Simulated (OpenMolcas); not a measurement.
**HOF (hypofluorous acid) at BP86/ANO-L-VDZ**

Aim: the vertical electron affinity of HOF (hypofluorous acid) at BP86/ANO-L-VDZ, from 2 runs. 

The calculation is run with OpenMolcas 26.06.

### Step 1. The structure to begin with

The species is HOF (3 atoms), meant as a singlet with charge 0. SMILES: `OF`. Geometry: relaxed at PBE0-D4/def2-TZVP.

Bond lengths: O1–F2 1.406 Å, O1–H3 0.969 Å. Angles: F2–O1–H3 99.1°.

### Step 2. Energy and forces at BP86/ANO-L-VDZ

The input, job.inp:

```
>>> EXPORT MOLCAS_PRINT=2

&GATEWAY
  Coord
  3
  bohr
  O      0.81369717    -0.39748499     0.40880445
  F     -0.41934912     1.91735392    -0.02074919
  H     -0.39436694    -1.51986893    -0.38805526
  Basis=ANO-L-VDZ
  Group=NoSym

&SEWARD

&SCF
  KSDFT=2
  1.0 GGA_X_B88
  1.0 GGA_C_P86
  PrOrbitals=1 1

&ALASKA
```

Command:

```bash
$ export MOLCAS_MEM=1860
$ pymolcas job.inp > job.log
```

The log of the run, cut to the lines that bear on the results:

```text
--- Start Module: gateway ---
[...]
--- Stop Module: gateway /rc=_RC_ALL_IS_WELL_ ---
[...]
      Basis functions           20
[...]
--- Start Module: scf ---
[...]
       Convergence after  12 Iterations
[...]
::    Total KS-DFT energy                            -175.5727926758
[...]
      Total spin, S                                     0.0000000000
[...]
      Total electronic charge=   18.000000
      Total            charge=   -0.000000
[...]
      Dipole Moment (debye):
      Origin of the operator (angstrom)=    0.0684    0.4195    0.0846
                   X= -1.1235E+00               Y= -1.7883E+00               Z= -8.2364E-01           Total=  2.2668E+00
      Quadrupole Moment (debye*angstrom):
[...]
--- Stop Module: scf /rc=_RC_ALL_IS_WELL_ ---
[...]
--- Start Module: alaska ---
[...]
 *              Molecular gradients               *
 **************************************************
  Irreducible representation: a
 ------------------------------------------------------------------------------------------
                              X                       Y                       Z
 ------------------------------------------------------------------------------------------
  O1               -6.20171624037082E-02    3.84657775676533E-02   -3.02511816744491E-02
  F2                3.42916800950865E-02   -7.17320574917029E-02    1.11303839905255E-02
  H3                2.77254823086297E-02    3.32662799240482E-02    1.91207976839216E-02
 ------------------------------------------------------------------------------------------
--- Stop Module: alaska /rc=_RC_ALL_IS_WELL_ ---
[...]
```

It took 2.7 s on 1 thread of Arm Neoverse V2, shared host; peak memory 0.37 GiB.

### Step 3. The doublet anion at the same level

The input, job.inp:

```
>>> EXPORT MOLCAS_PRINT=2

&GATEWAY
 COORD
 3
 bohr
 O      0.81369717    -0.39748499     0.40880445
 F     -0.41934912     1.91735392    -0.02074919
 H     -0.39436694    -1.51986893    -0.38805526
 BASIS=ANO-L-VDZ
 GROUP=NoSym

&SEWARD

&SCF
 UHF
 CHARGE=-1
 SPIN=2
 KSDFT=2
 1.0 GGA_X_B88
 1.0 GGA_C_P86
 PRORBITALS=1 1

&ALASKA
```

Command:

```bash
$ export MOLCAS_MEM=1860
$ pymolcas job.inp > job.log
```

The log of the run, cut to the lines that bear on the results:

```text
--- Start Module: gateway ---
[...]
--- Stop Module: gateway /rc=_RC_ALL_IS_WELL_ ---
[...]
      Basis functions           20
[...]
--- Start Module: scf ---
[...]
       Convergence after  24 Iterations
[...]
::    Total KS-DFT energy                            -175.5359626076
[...]
      Total spin, S                                     0.5003028030
[...]
      Total electronic charge=   19.000000
      Total            charge=   -1.000000
[...]
      Dipole Moment (debye):
      Origin of the operator (angstrom)=    0.0684    0.4195    0.0846
                   X= -6.6716E-01               Y=  2.9779E+00               Z= -4.1064E-02           Total=  3.0520E+00
      Center of Charge (angstrom)
[...]
--- Stop Module: scf /rc=_RC_ALL_IS_WELL_ ---
[...]
--- Start Module: alaska ---
[...]
 *              Molecular gradients               *
 **************************************************
  Irreducible representation: a
 ------------------------------------------------------------------------------------------
                              X                       Y                       Z
 ------------------------------------------------------------------------------------------
  O1               -1.30129397030197E-01    1.45866636760021E-01   -5.62493839242744E-02
  F2                9.52594821150772E-02   -2.06412457965346E-01    3.01266836116079E-02
  H3                3.48699149151197E-02    6.05458212053294E-02    2.61227003126665E-02
 ------------------------------------------------------------------------------------------
--- Stop Module: alaska /rc=_RC_ALL_IS_WELL_ ---
[...]
```

Wall time 4.2 s (1 thread of Arm Neoverse V2, shared host); peak memory 0.37 GiB.

### Step 4. Summary of results

At BP86/ANO-L-VDZ:

| quantity | value |
| --- | --- |
| singlet HOF: total energy | -175.57279 Eh |
| singlet HOF: dipole moment | 2.27 D |
| singlet HOF: HOMO energy | -7.46 eV |
| singlet HOF: LUMO energy | -3.34 eV |
| singlet HOF: HOMO–LUMO gap | 4.13 eV |
| singlet HOF: largest force on an atom | 4.128 eV/Å |
| doublet anion: total energy | -175.53596 Eh |
| doublet anion: HOMO energy (highest over α and β) | 4.20 eV |
| doublet anion: LUMO energy (lowest over α and β) | 4.89 eV |
| doublet anion: ⟨S²⟩ | 0.751 |
| doublet anion: largest force on an atom | 11.792 eV/Å |
| vertical electron affinity (to the doublet anion) | -1.002 eV |

The anion lies 1.00 eV (23 kcal/mol) above the neutral: the electron isn't bound at this level, and such a value depends on the basis. Without diffuse functions anions come out too high. The largest force (singlet HOF) is 4.13 eV/Å: the shape isn't a stationary point for this species at this level. The HOMO (doublet anion) lies at positive energy, 4.20 eV, as semi-local functionals often give for anions; only total energies tell whether the electron is bound.
